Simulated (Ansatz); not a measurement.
# [SiH3]+ (SMILES [SiH3+]): UCCSDT(Q)/CRENBL (density fitting with def2-universal-jkfit, core potential)

Aim: the vertical ionisation energy of [SiH3]+ at UCCSDT(Q)/CRENBL (density fitting with def2-universal-jkfit, core potential), from 2 runs. 

The calculation is run with Ansatz 0.2.0.

7 further runs of the same task are left out: 7 set aside as unsound or not needed.

### Step 1. The system as given

The species is [SiH3]+ (4 atoms), meant as a singlet with charge +1. As SMILES, `[SiH3+]`. The coordinates come from a PBE0-D4/def2-TZVP relaxation.

Bond lengths: Si1–H2 1.472 Å, Si1–H3 1.472 Å, Si1–H4 1.472 Å. Angles: H2–Si1–H3 120.0°, H2–Si1–H4 120.0°, H3–Si1–H4 120.0°.

### Step 2. A single-point energy at UCCSDT(Q)/CRENBL (density fitting with def2-universal-jkfit, core potential)

The input, input.yaml:

```yaml
crystal:
  periodic: [false, false, false]
  atoms:
    - {symbol: Si, position_ang: [-0.000000, -0.000000, 0.000000]}
    - {symbol: H, position_ang: [0.686900, 0.675400, 1.113000]}
    - {symbol: H, position_ang: [-0.118400, -1.467200, -0.009900]}
    - {symbol: H, position_ang: [-0.568500, 0.791700, -1.103100]}
basis:
  gaussian: {orbitals: CRENBL.json, fitting: {mean_field: def2-universal-jkfit}}
total_charge: 1
magnetization: {spin_polarized: true, initial_magnetization: 0}
hamiltonian: {pseudopotentials: {relativity: none}}
correlation: {method: ccsdt_q, diis_vectors: 3}
scf: {lower_state_search: standard}
output: {orbitals: {seedname: orbitals}}
```

The basis set CRENBL is read from a file made from the Basis Set Exchange's data (not shown).

Run with:

```
$ ansatz run input.yaml --threads 1 --pin off --max-ram 2610MiB --events-out events.jsonl --progress --plain --runs-dir runs
```

The program printed:

```text
Warning: RAYON_NUM_THREADS=1 ignored (pool sized by the plan → 1); use --threads N
Functional definition: HF
  name "HF"
  exchange = exact_x
  correlation = 0
182 factors; integrals over basis functions are off by at most 4.2e1 eV
mean field evaluation 1: about -139.4581 eV, gradient 4.8e0 eV
mean field evaluation 2: about -139.6673 eV, gradient 1.0e0 eV
mean field evaluation 4: about -139.6792 eV, gradient 2.8e-5 eV
mean field evaluation 8: about -139.6791 eV, gradient 6.4e-2 eV
mean field -139.67916337 eV, -5.1331145757 hartree, gradient 2.2e-6 eV, S^2 0.000000; 0 other end points of the search recorded, 0 dependent functions left out
reference -139.67916337 eV, -5.1331145757 hartree; 3, 3 occupied and 25, 25 virtual orbitals, 182 factors
second order -1.31043744 eV of doubles, -0.00000000 eV of singles
cycle   1  -1.65377588 eV  change   -3.4e-1 eV  update   4.9e-2
cycle   2  -1.85414769 eV  change   -2.0e-1 eV  update   2.1e-2
cycle   3  -1.86301527 eV  change   -8.9e-3 eV  update   4.0e-3
cycle   4  -1.86477220 eV  change   -1.8e-3 eV  update   1.1e-3
cycle   5  -1.86450245 eV  change    2.7e-4 eV  update   3.7e-4
cycle   6  -1.86446989 eV  change    3.3e-5 eV  update   1.1e-4
cycle   7  -1.86450486 eV  change   -3.5e-5 eV  update   3.1e-5
cycle   8  -1.86454077 eV  change   -3.6e-5 eV  update   1.1e-5
cycle   9  -1.86455326 eV  change   -1.2e-5 eV  update   3.9e-6
cycle  10  -1.86455951 eV  change   -6.3e-6 eV  update   1.7e-6
cycle  11  -1.86456086 eV  change   -1.3e-6 eV  update   6.6e-7
cycle  12  -1.86456103 eV  change   -1.7e-7 eV  update   2.9e-7
perturbative correction -0.00081757 eV, -0.0000300451 hartree
Total energy: -141.54454196 eV, -5.2016659747 hartree
```

It took 2.7 s on 1 thread of Arm Neoverse V2, shared host.

### Step 3. Doublet [SiH3]2+, same level

The input, input.yaml:

```yaml
crystal:
  periodic: [false, false, false]
  atoms:
    - {symbol: Si, position_ang: [-0.000000, -0.000000, 0.000000]}
    - {symbol: H, position_ang: [0.686900, 0.675400, 1.113000]}
    - {symbol: H, position_ang: [-0.118400, -1.467200, -0.009900]}
    - {symbol: H, position_ang: [-0.568500, 0.791700, -1.103100]}
basis:
  gaussian: {orbitals: CRENBL.json, fitting: {mean_field: def2-universal-jkfit}}
magnetization: {spin_polarized: true, initial_magnetization: 1}
scf: {lower_state_search: standard}
correlation: {method: ccsdt_q, diis_vectors: 3}
total_charge: 2
hamiltonian: {pseudopotentials: {relativity: none}}
output: {orbitals: {seedname: orbitals}}
```

The basis set CRENBL is read from a file made from the Basis Set Exchange's data (not shown).

Run with:

```
$ ansatz run input.yaml --threads 1 --pin off --max-ram 2610MiB --events-out events.jsonl --progress --plain --runs-dir runs
```

The program printed:

```text
Warning: RAYON_NUM_THREADS=1 ignored (pool sized by the plan → 1); use --threads N
[... 61 lines left out ...]
Total energy: -121.19672417 eV, -4.4538974633 hartree
```

Wall time 3.6 s (1 thread of Arm Neoverse V2, shared host).

### Step 4. Outcome

Level: UCCSDT(Q)/CRENBL (density fitting with def2-universal-jkfit, core potential).

| quantity | value |
| --- | --- |
| singlet [SiH3]+: total energy | -5.20167 Eh |
| singlet [SiH3]+: HOMO energy (Hartree–Fock orbitals) | -20.95 eV |
| singlet [SiH3]+: LUMO energy (Hartree–Fock orbitals) | -6.86 eV |
| singlet [SiH3]+: HOMO–LUMO gap (Hartree–Fock orbitals) | 14.09 eV |
| singlet [SiH3]+: correlation energy | -68.6 mEh |
| singlet [SiH3]+: T1 diagnostic | 0.006 |
| doublet [SiH3]2+: total energy | -4.45390 Eh |
| doublet [SiH3]2+: HOMO energy (Hartree–Fock orbitals) (highest over α and β) | -28.33 eV |
| doublet [SiH3]2+: LUMO energy (Hartree–Fock orbitals) (lowest over α and β) | -19.23 eV |
| doublet [SiH3]2+: correlation energy | -58.0 mEh |
| doublet [SiH3]2+: ⟨S²⟩ of the reference determinant | 0.815 |
| doublet [SiH3]2+: T1 diagnostic | 0.028 |
| vertical ionisation energy (to the doublet dication) | 20.348 eV |

**Reading.** Removing an electron at fixed nuclei costs 20.35 eV (469 kcal/mol).
